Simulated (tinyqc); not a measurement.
Inside a calculation. Method: MP2 on RHF in the sto-3g basis, for H2O, spin multiplicity 1. One step of it, computed by the program tinyqc.

Task: Second-order Moller-Plesset energy. E2 = sum_ijab (ia|jb) [2 (ia|jb) - (ib|ja)] / (e_i + e_j - e_a - e_b) over occupied i, j and virtual a, b; the opposite-spin part is (ia|jb)^2 / denominator, the rest is same-spin, and SCS-MP2 scales them by 6/5 and 1/3.

orbital energies (hartree): MO1 -20.281829, MO2 -1.203079, MO3 -0.508112, MO4 -0.454580, MO5 -0.394612, MO6 0.457417, MO7 0.514525

Two-electron integrals over orbitals (pq|rs), unique and non-zero (hartree):
```
(11|11) 4.747431    (21|11) -0.431850   (21|21) 0.062055    (22|11) 1.025389
(22|21) -0.015669   (22|22) 0.726616    (31|31) 0.011336    (32|31) 0.017445
(32|32) 0.126882    (33|11) 0.770668    (33|21) -0.005075   (33|22) 0.616654
(33|33) 0.592009    (41|11) 0.167169    (41|21) -0.022392   (41|22) 0.012089
(41|33) 0.005595    (41|41) 0.022839    (42|11) -0.157468   (42|21) 0.008086
(42|22) -0.030895   (42|33) 0.001005    (42|41) 0.016675    (42|42) 0.129010
(43|31) -0.002990   (43|32) 0.025225    (43|43) 0.059324    (44|11) 0.894463
(44|21) -0.010455   (44|22) 0.645759    (44|33) 0.560211    (44|41) -0.007267
(44|42) -0.083563   (44|44) 0.664377    (51|51) 0.025941    (52|51) 0.033386
(52|52) 0.151772    (53|53) 0.026861    (54|51) -0.012019   (54|52) -0.045124
(54|54) 0.046209    (55|11) 1.115364    (55|21) -0.012244   (55|22) 0.756889
(55|33) 0.603904    (55|41) 0.004740    (55|42) -0.085728   (55|44) 0.668364
(55|55) 0.880159    (61|11) -0.178757   (61|21) 0.027520    (61|22) -0.001281
(61|33) 0.001025    (61|41) 0.003997    (61|42) 0.021332    (61|44) -0.014805
(61|55) -0.004873   (61|61) 0.025371    (62|11) 0.250156    (62|21) -0.005478
(62|22) 0.127852    (62|33) 0.069143    (62|41) 0.018500    (62|42) 0.035584
(62|44) 0.050032    (62|55) 0.133537    (62|61) 0.012696    (62|62) 0.095480
(63|31) 0.003024    (63|32) -0.027122   (63|43) -0.035961   (63|63) 0.066814
(64|11) 0.290255    (64|21) -0.004150   (64|22) 0.137156    (64|33) 0.055118
(64|41) -0.000426   (64|42) -0.063681   (64|44) 0.130510    (64|55) 0.162737
(64|61) -0.003682   (64|62) 0.053699    (64|64) 0.113361    (65|51) 0.011839
(65|52) 0.047068    (65|54) 0.007802    (65|65) 0.033926    (66|11) 0.803644
(66|21) -0.007908   (66|22) 0.602254    (66|33) 0.551330    (66|41) 0.016631
(66|42) 0.039474    (66|44) 0.551102    (66|55) 0.588183    (66|61) 0.009374
(66|62) 0.095740    (66|64) 0.060924    (66|66) 0.589215    (71|31) 0.014139
(71|32) 0.020873    (71|43) -0.003760   (71|63) 0.003259    (71|71) 0.017658
(72|31) 0.015012    (72|32) 0.055802    (72|43) -0.032642   (72|63) 0.029494
(72|71) 0.018002    (72|72) 0.067378    (73|11) 0.370962    (73|21) -0.006979
(73|22) 0.166549    (73|33) 0.091194    (73|41) -0.000275   (73|42) -0.084175
(73|44) 0.126344    (73|55) 0.204471    (73|61) -0.005716   (73|62) 0.063142
(73|64) 0.113140    (73|66) 0.049803    (73|73) 0.166439    (74|31) -0.008343
(74|32) -0.073412   (74|43) -0.019976   (74|63) 0.054653    (74|71) -0.010457
(74|72) -0.014696   (74|74) 0.075656    (75|53) 0.023753    (75|75) 0.023821
(76|31) 0.006855    (76|32) 0.077488    (76|43) 0.064395    (76|63) -0.057335
(76|71) 0.008397    (76|72) -0.006983   (76|74) -0.063069   (76|76) 0.106540
(77|11) 0.804592    (77|21) -0.008130   (77|22) 0.595965    (77|33) 0.575485
(77|41) 0.003883    (77|42) -0.012952   (77|44) 0.560582    (77|55) 0.592367
(77|61) -0.002486   (77|62) 0.055596    (77|64) 0.047281    (77|66) 0.549051
(77|73) 0.082100    (77|77) 0.581143
```

Hartree-Fock energy = -74.92173364 hartree

Give: Terms; Pair energies; MP2 correlation energy; SCS-MP2 correlation energy; MP2 total energy.

Result:

Terms:
```
i  j  a  b  (ia|jb)  (ib|ja)  denominator       term
3  3  7  7   0.1664   0.1664      -2.0453    -0.0135
3  4  7  6   0.1131   0.0547      -1.9346    -0.0100
4  3  6  7   0.1131   0.0547      -1.9346    -0.0100
4  4  6  6   0.1134   0.1134      -1.8240    -0.0070
4  4  7  7   0.0757   0.0757      -1.9382    -0.0030
2  2  6  6   0.0955   0.0955      -3.3210    -0.0027
3  3  6  6   0.0668   0.0668      -1.9311    -0.0023
3  2  7  6   0.0631   0.0295      -2.6831    -0.0023
2  3  6  7   0.0631   0.0295      -2.6831    -0.0023
2  2  7  7   0.0674   0.0674      -3.4352    -0.0013
2  4  6  6   0.0537   0.0537      -2.5725    -0.0011
4  2  6  6   0.0537   0.0537      -2.5725    -0.0011
5  5  6  6   0.0339   0.0339      -1.7041    -0.0007
5  5  7  7   0.0238   0.0238      -1.8183  -3.12e-04
4  3  7  6   0.0547   0.1131      -1.9346   1.08e-04
3  4  6  7   0.0547   0.1131      -1.9346   1.08e-04
4  2  7  7  -0.0147  -0.0147      -2.6867  -8.04e-05
2  4  7  7  -0.0147  -0.0147      -2.6867  -8.04e-05
2  3  7  6   0.0295   0.0631      -2.6831   4.57e-05
3  2  6  7   0.0295   0.0631      -2.6831   4.57e-05
1  1  6  6   0.0254   0.0254     -41.4785  -1.55e-05
2  1  7  7   0.0180   0.0180     -22.5140  -1.44e-05
1  2  7  7   0.0180   0.0180     -22.5140  -1.44e-05
1  1  7  7   0.0177   0.0177     -41.5927  -7.50e-06
2  1  6  6   0.0127   0.0127     -22.3997  -7.20e-06
1  2  6  6   0.0127   0.0127     -22.3997  -7.20e-06
1  4  7  7  -0.0105  -0.0105     -21.7655  -5.02e-06
4  1  7  7  -0.0105  -0.0105     -21.7655  -5.02e-06
3  1  7  6  -0.0057   0.0033     -21.7619  -3.86e-06
1  3  6  7  -0.0057   0.0033     -21.7619  -3.86e-06
3  1  6  7   0.0033  -0.0057     -21.7619  -1.83e-06
1  3  7  6   0.0033  -0.0057     -21.7619  -1.83e-06
4  1  6  6  -0.0037  -0.0037     -21.6512  -6.26e-07
1  4  6  6  -0.0037  -0.0037     -21.6512  -6.26e-07
```

Pair energies (hartree; pair i-j sums ij and ji):
```
pair  opposite spin  same spin
1-1       -2.30e-05     0.0000
2-1       -4.32e-05     0.0000
2-2         -0.0041     0.0000
3-1       -3.98e-06  -7.40e-06
3-2         -0.0036    -0.0008
3-3         -0.0159     0.0000
4-1       -1.13e-05     0.0000
4-2         -0.0024     0.0000
4-3         -0.0163    -0.0035
4-4         -0.0100     0.0000
5-5         -0.0010     0.0000
```

MP2 correlation energy = -0.057722 hartree

SCS-MP2 correlation energy = -0.065463 hartree

MP2 total energy = -74.979455 hartree
